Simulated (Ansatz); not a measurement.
CH₇N₃ (`NC(N)N`) at its PBE0-D4/def2-TZVP geometry, where that method's forces vanish. Total charge 0; spin multiplicity 1.

```tsv
atom	x (Å)	y (Å)	z (Å)
N1	0.6503	-0.6720	1.0257
C2	-0.0538	-0.3882	-0.2093
N3	-1.3800	0.1453	0.0320
N4	0.7205	0.4607	-1.0932
H5	0.8534	0.1932	1.5166
H6	0.0624	-1.2324	1.6332
H7	-0.1866	-1.3458	-0.7256
H8	-1.8242	0.3691	-0.8520
H9	-1.3162	1.0074	0.5644
H10	1.6528	0.0772	-1.2051
H11	0.8215	1.3855	-0.6865
```

For each bond, give half the difference of the two atoms' forces along it (eV/Å; positive pushes the atoms apart) under PBE-D4, r2SCAN-D4, B3LYP-D4, ωB97M-V in def2-TZVPP. (Estimate.)

Computed: 
```tsv
bond	length (Å)	PBE-D4	r2SCAN-D4	B3LYP-D4	ωB97M-V
N1–C2	1.450	0.10	0.13	0.17	0.15
N1–H5	1.015	0.25	0.02	-0.04	-0.06
N1–H6	1.014	0.22	0.00	-0.06	-0.07
C2–N3	1.450	0.10	0.13	0.17	0.15
C2–N4	1.450	0.10	0.13	0.17	0.15
C2–H7	1.096	0.13	-0.07	-0.20	-0.22
N3–H8	1.014	0.22	0.00	-0.06	-0.07
N3–H9	1.015	0.25	0.02	-0.04	-0.06
N4–H10	1.014	0.22	0.00	-0.06	-0.07
N4–H11	1.015	0.25	0.02	-0.04	-0.06
```

B3LYP here is the variant with VWN-RPA as its local correlation; programs differ in this.
